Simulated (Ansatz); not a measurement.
# NHS+ (doublet): from Hartree-Fock to the top rungs, def2-QZVPP

The task here is to estimate one member of a computed series from the others.

The runs use Ansatz 0.2.0, Gaussian basis; def2-QZVPP, core rule «outside noble gas», up to 6 orbitals frozen.

To be run: UHF; ROHF; CCSD(T) on UHF.

2 further runs of the same task are left out: 2 set aside as unsound or not needed.

## The geometry

The geometry is a PBE0/def2-TZVP stationary point (not a proven minimum) of the parent state, kept for this charge and spin.

3 atoms, charge 1, spin multiplicity 2.

Atoms are counted from 1 here; the program's logs count them from 0.

Bond lengths: N1–S2 1.625 Å, S2–H3 1.355 Å. Angles: N1–S2–H3 98.1°.

The first run:

Input file in.yaml:

```yaml
crystal:
  periodic: [false, false, false]
  atoms:
    - {symbol: N, position_ang: [0.000000, 0.057746, 1.144666]}
    - {symbol: S, position_ang: [0.000000, -0.064782, -0.475896]}
    - {symbol: H, position_ang: [0.000000, 1.258410, -0.767310]}
basis:
  gaussian: {orbitals: "def2-QZVPP.json"}
total_charge: 1
magnetization: {spin_polarized: true, initial_magnetization: 1}
hamiltonian: {xc: hf}
output: {orbitals: {seedname: orbitals}}
```

Command:

```sh
$ ansatz run in.yaml --threads 1 --pin off --events-out ev --progress --plain --max-ram 2393MiB
```

Steps of the session up to this table: UHF; ROHF; CCSD(T) on UHF.

One table of the session follows, with a row left open; its other results are not shown here.

It belongs to the step «Misses and costs». 

| method | from UCCSD(T) (kJ/mol) |
| --- | --- |
| ROHF | +1069.2 |
| UHF | +976.7 |
| UMP2 | +186.8 |
| UCCSD | ? |
| UCCSD(T) | 0 |

Q: Estimate the row for UCCSD from the others.

As computed: from UCCSD(T) (kJ/mol): +55.5. In the column «from UCCSD(T) (kJ/mol)» it lies between UCCSD(T) (0) and UMP2 (+186.8).

To keep in mind: The determinant is far from a pure spin state, so its energy mixes those of several spin states (harmless only where they are near-degenerate, as at dissociation).
